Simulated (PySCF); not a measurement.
**B2PLYP/def2-TZVPPD run of NH3 (ammonia)**

Aim: the energy change on altering one bond length of NH3 (ammonia) at B2PLYP/def2-TZVPPD, from 2 runs. 

Program for the calculation: PySCF 2.14.0.

4 further runs of the same task are left out: 4 set aside as unsound or not needed.

## (1) The system as given

NH3: 4 atoms, total charge 0, spin state singlet. SMILES: `N`. The shape is that of a GFN2-xTB optimisation.

Bond lengths: N1–H2 1.013 Å, N1–H3 1.013 Å, N1–H4 1.013 Å. Angles: H2–N1–H3 107.7°, H2–N1–H4 107.7°, H3–N1–H4 107.7°.

## (2) The energy at B2PLYP/def2-TZVPPD

calc.py

```python
from pyscf import gto, dft, mp

mol = gto.M(
    atom='''
N   -0.068160   0.242830   0.108060
H    0.491930  -0.300470   0.753380
H   -0.891960  -0.300620  -0.118350
H    0.468190   0.358250  -0.743090
''',
    verbose=4,
    spin=0,
    basis='def2-tzvppd',
    charge=0,
    max_memory=1860,
)

ks = dft.RKS(mol, xc='0.53*HF + 0.47*B88, 0.73*LYP')
ks.grids.level = 5
ks.conv_tol = 1e-10
ks.kernel()
if not ks.converged:
    ks = ks.newton().run(ks.mo_coeff, ks.mo_occ)

pt = mp.MP2(ks, frozen=1).run()
e_final = ks.e_tot + 0.27 * pt.e_corr
print('PT2 part  %.8f' % (0.27 * pt.e_corr))
print('Final energy', e_final)
```

Launch:

```console
$ OMP_NUM_THREADS=1 python calc.py
```

The program printed:

```text
PySCF version 2.14.0

[INPUT] num. atoms = 4
[INPUT] num. electrons = 10
[INPUT] charge = 0
[INPUT] spin (= nelec alpha-beta = 2S) = 0
[INPUT] symmetry False subgroup None
[INPUT] Mole.unit = angstrom
[INPUT] Symbol           X                Y                Z      unit          X                Y                Z       unit  Magmom
[INPUT]  1 N     -0.068160000000   0.242830000000   0.108060000000 AA   -0.128803732650   0.458882194828   0.204203805021 Bohr   0.0
[INPUT]  2 H      0.491930000000  -0.300470000000   0.753380000000 AA    0.929612972457  -0.567806008648   1.423681867725 Bohr   0.0
[INPUT]  3 H     -0.891960000000  -0.300620000000  -0.118350000000 AA   -1.685560114067  -0.568089467567  -0.223649086842 Bohr   0.0
[INPUT]  4 H      0.468190000000   0.358250000000  -0.743090000000 AA    0.884750874260   0.676994384125  -1.404236585903 Bohr   0.0

nuclear repulsion = 11.9453068760726
number of shells = 34
number of NR pGTOs = 109
number of NR cGTOs = 88
basis = def2-tzvppd
ecp = {}

******** <class 'pyscf.dft.rks.RKS'> ********
method = RKS
initial guess = minao
damping factor = 0
level_shift factor = 0
DIIS = <class 'pyscf.scf.diis.CDIIS'>
diis_start_cycle = 1
diis_space = 8
diis_damp = 0
SCF conv_tol = 1e-10
SCF conv_tol_grad = None
SCF max_cycles = 50
direct_scf = True
direct_scf_tol = 1e-13
XC library pyscf.dft.libxc version 7.0.0
    S. Lehtola, C. Steigemann, M. J.T. Oliveira, and M. A.L. Marques.,  SoftwareX 7, 1–5 (2018)
XC functionals = 0.53*HF + 0.47*B88, 0.73*LYP
    A. D. Becke.,  Phys. Rev. A 38, 3098 (1988)
    C. Lee, W. Yang, and R. G. Parr.,  Phys. Rev. B 37, 785 (1988)
    B. Miehlich, A. Savin, H. Stoll, and H. Preuss.,  Chem. Phys. Lett. 157, 200 (1989)
radial grids:
    Treutler-Ahlrichs [JCP 102, 346 (1995); DOI:10.1063/1.469408] (M4) radial grids

becke partition: Becke, JCP 88, 2547 (1988); DOI:10.1063/1.454033
pruning grids: <function nwchem_prune>
grids dens level: 5
symmetrized grids: False
atomic radii adjust function: <function treutler_atomic_radii_adjust>
small_rho_cutoff = 0
Set gradient conv threshold to 1e-05
Initial guess from minao.
tot grids = 112736
init E= -56.3238022093985
  HOMO = -0.329603208703624  LUMO = 0.0103366701385497  gap/eV = 9.25024
cycle= 1 E= -56.4425845056564  delta_E= -0.119  |g|= 0.293  |ddm|= 1.07
  HOMO = -0.273204799215286  LUMO = 0.038370794526621  gap/eV = 8.47840
cycle= 2 E= -56.4463335402214  delta_E= -0.00375  |g|= 0.28  |ddm|= 0.356
  HOMO = -0.338232535670251  LUMO = 0.0331272957579642  gap/eV = 10.10522
cycle= 3 E= -56.462160008989  delta_E= -0.0158  |g|= 0.0184  |ddm|= 0.131
  HOMO = -0.335570339422439  LUMO = 0.0346328931907038  gap/eV = 10.07374
cycle= 4 E= -56.4622301629045  delta_E= -7.02e-05  |g|= 0.00311  |ddm|= 0.016
  HOMO = -0.335834209229553  LUMO = 0.0345338901894294  gap/eV = 10.07823
cycle= 5 E= -56.4622330095497  delta_E= -2.85e-06  |g|= 0.000362  |ddm|= 0.00388
  HOMO = -0.335860391388358  LUMO = 0.0345289133232143  gap/eV = 10.07881
cycle= 6 E= -56.4622330962852  delta_E= -8.67e-08  |g|= 5.86e-05  |ddm|= 0.00125
  HOMO = -0.335865492968665  LUMO = 0.0345280521502715  gap/eV = 10.07892
cycle= 7 E= -56.4622330998134  delta_E= -3.53e-09  |g|= 8.9e-06  |ddm|= 0.000303
  HOMO = -0.33586604042177  LUMO = 0.0345283081550036  gap/eV = 10.07894
cycle= 8 E= -56.4622330998842  delta_E= -7.08e-11  |g|= 8.5e-07  |ddm|= 3.33e-05
  HOMO = -0.335865776889037  LUMO = 0.0345283552150448  gap/eV = 10.07894
Extra cycle  E= -56.4622330998844  delta_E= -1.28e-13  |g|= 5.39e-07  |ddm|= 1.79e-06
converged SCF energy = -56.4622330998844

******** <class 'pyscf.mp.mp2.RMP2'> ********
nocc = 4, nmo = 87
frozen orbitals 1
E(RMP2) = -56.7448912179857  E_corr = -0.282658118101307
E(SCS-RMP2) = -56.7464289658475  E_corr = -0.284195865963107
E_corr(same-spin) = -0.0634544720289935
E_corr(oppo-spin) = -0.219203646072314
PT2 part  -0.07631769
Final energy -56.538550791771705
```

It took 6 s on 1 thread of Arm Neoverse V1, shared host; peak memory 0.4 GiB.

## (3) The distorted shape

calc.py

```python
from pyscf import gto, dft, mp

system = gto.Mole()
system.atom = [
    ('N', (-0.336352, 0.185116, 0.533663)),
    ('H', (0.223738, -0.358184, 1.178983)),
    ('H', (-1.160152, -0.358334, 0.307253)),
    ('H', (0.468190, 0.358250, -0.743090)),
]
system.verbose = 3
system.charge = 0
system.basis = 'def2-tzvppd'
system.max_memory = 1860
system.build()

calc0 = dft.RKS(system)
calc0.xc = '0.53*HF + 0.47*B88, 0.73*LYP'
calc0.grids.level = 5
calc0.conv_tol = 1e-10
calc0.kernel()
if not calc0.converged:
    calc0 = calc0.newton().run(calc0.mo_coeff, calc0.mo_occ)

pt = mp.MP2(calc0, frozen=1).run()
e_final = calc0.e_tot + 0.27 * pt.e_corr
print('PT2 part  %.8f' % (0.27 * pt.e_corr))
print('E(%s) = %.9f' % ('B2PLYP', e_final))
```

Launch:

```console
$ OMP_NUM_THREADS=1 python calc.py
```

The program printed:

```text
converged SCF energy = -56.3710170846779
E(RMP2) = -56.6754485400251  E_corr = -0.304431455347253
E(SCS-RMP2) = -56.6792462250865  E_corr = -0.308229140408596
PT2 part  -0.08219649
E(B2PLYP) = -56.453213578
```

Run time: 6.3 s. Hardware: 1 thread of Arm Neoverse V1, shared host; peak memory 0.4 GiB.

## (4) Summary of results

At B2PLYP/def2-TZVPPD, 1 core orbital frozen:

```
                                                         quantity         value
                                        first shape: total energy  -56.53855 Eh
                            first shape: dipole moment (SCF part)        1.51 D
                   first shape: HOMO energy (SCF part's orbitals)      -9.14 eV
                   first shape: LUMO energy (SCF part's orbitals)       0.94 eV
                 first shape: HOMO–LUMO gap (SCF part's orbitals)      10.08 eV
                                    distorted shape: total energy  -56.45321 Eh
                        distorted shape: dipole moment (SCF part)        1.41 D
               distorted shape: HOMO energy (SCF part's orbitals)      -9.07 eV
               distorted shape: LUMO energy (SCF part's orbitals)      -0.08 eV
             distorted shape: HOMO–LUMO gap (SCF part's orbitals)       8.99 eV
energy change with the N1–H4 bond stretched from 1.013 to 1.519 Å      2.322 eV
```

In words: With the N1–H4 bond stretched from 1.013 to 1.519 Å the energy rises by 2.32 eV (54 kcal/mol). The first shape isn't relaxed at this level, so the change isn't measured from a minimum. Mulliken charges (first shape) run from -0.35 on N1 to +0.12 on H2; in a basis this large or diffuse they mean little.
